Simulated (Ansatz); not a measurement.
**Phonon frequency of some elemental metals, all fcc**

Method: LDA (PAW; Ansatz, a program for electronic structure). References are measured values at room or unstated temperature, uncorrected unless marked, so that the deviations hold thermal and zero-point effects besides the level's error. The table is a random draw of 8 from 12 values with such references.

Values in cm⁻¹.

| solid | reference | LDA | deviation (%) |
|---|---|---|---|
| fcc Pd (X T) | 155 | 165 | +6.5 |
| fcc Pd (L L) | 234 | 244 | +4.3 |
| fcc Cu (X L) | 240 | 269 | +12.1 |
| fcc Au (X L) | 154 | 156 | +1.3 |
| fcc Cu (X T) | 169 | ? | ? |
| fcc Cu (L T) | 114 | 124 | +8.8 |
| fcc Au (X T) | 92 | 89 | -3.3 |
| fcc Au (L L) | 157 | 159 | +1.3 |

Estimate the withheld LDA value.

The deviations of the other rows run from -3.3 % to +12.1 %, with a median of +4.3 %; carried to the reference 169 it gives 176 cm⁻¹. The run gives 186 cm⁻¹ (+10.1 %), +5.7 % from the estimate; the row was drawn at random, and such an estimate is rough. Over these 8 values the mean deviation is +5.1 %, the mean absolute deviation 5.9 % (median 5.4 %), and the worst case fcc Cu (X L) at +12.1 %; the value is above the reference in 7 of 8 cases. Over all 12, from unrounded values, the mean deviation is +5.1 % and the mean absolute deviation 6.0 % (median 5.3 %).

Spin–orbit coupling is left out, also for the solids with elements from indium on (fcc Au); its size isn't shown.

Differences are worked out from the printed values.

Each level is taken at its own relaxed cell. Ansatz's density-functional and Hartree–Fock values are scalar-relativistic unless marked +SOC, with PAW data made under PBE.

Ansatz's runs of these crystals have no spin polarisation.

Not in this set, of the elemental metals with a reference value in our tables and a result at some level: 8 for a run that failed a test (LDA); 4 for a reference of another kind, counted apart. These can be a level's best or worst cases. Solids without a released value at any level aren't counted. Layered and molecular crystals are counted apart. The metals Ce to Yb are counted apart.

References as tabulated in Savrasov and Savrasov (1996), arXiv:cond-mat/9604124; Greeff and Graf (2004), arXiv:cond-mat/0311614; He et al. (2014), arXiv:1309.4805.
